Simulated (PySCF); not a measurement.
## Working out the ionisation energy of S

S [Ne] 3s2 3p4 (3P) → S+ [Ne] 3s2 3p3 (4S). All numbers are calculated (PySCF 2.14, scalar relativity by spin-free X2C-1e, in x2c-TZVPall (5s5p2d1f, 37 functions)). Frozen: [Ne]. Energies in hartree (1 hartree = 27.21139 eV):

```
            part    S (lower)   S+ (upper)
             UHF  -398.584395  -398.245528
CCSD correlation    -0.137912    -0.107496
             (T)    -0.004620    -0.003462
```

**Question.** What does Hartree-Fock give?

**Answer.** (-398.245528) − (-398.584395) = 0.338867 hartree = 9.221 eV.

**Question.** What do CCSD and CCSD(T) give?

**Answer.** The CCSD correlation energies differ by 0.030416 hartree = 0.828 eV and the triples by 0.001158 hartree = 0.032 eV, so CCSD gives 10.049 eV and CCSD(T) 10.081 eV.

Measured between the centres of the two terms (NIST): 10.336 eV, so CCSD(T) (valence) is off by -0.255 eV.

What remains against the reference includes basis incompleteness, the frozen core and higher excitations.
